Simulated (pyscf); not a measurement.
O=B–OH + hydrogen fluoride (HF) → HO–B(OH)–F, an addition across a multiple bond or ene-type step (singlet surface; F–H broken, B–F, H–O formed). Structures and frequencies: ωB97X-D3(BJ)/def2-SVP in PySCF. MP2 and CC: frozen core, UHF for open shells. ΔMP2 is the change of the MP2 total energy from the triple- to the quadruple-zeta basis. Energies in kJ/mol from the separated reactants.

Small-basis levels: PySCF, no dispersion term, spherical d functions. 

Q: Quick HF/6-31G* single points give ΔE‡ = 40.8 kJ/mol and ΔE = -282.3 kJ/mol. What does CCSD(T)/def2-TZVPP + ΔMP2(QZVPP) give, and how far is the quick result from it?

A: CCSD(T)/def2-TZVPP + ΔMP2(QZVPP) gives ΔE‡ = 29.6 kJ/mol and ΔE = -241.2 kJ/mol. HF/6-31G* lies 11.2 kJ/mol over it in the barrier and 41.0 kJ/mol under it in the reaction energy, so on this step it does not hold to within 12.6 kJ/mol. CCSD(T)/def2-TZVPP + ΔMP2(QZVPP) has limits of its own. On the reactant side the descent ends in a bound adduct, 37.7 kJ/mol under the separated species and 53.4 kJ/mol under the saddle at ωB97X-D3(BJ)/def2-TZVP. At ωB97X-D3(BJ) the barrier from the zero used here is 15.7 kJ/mol. One saddle was located; it need not be the lowest between these sides. The CCSD(T) − MP2 part came from Ansatz, without density fitting, on the same reference.
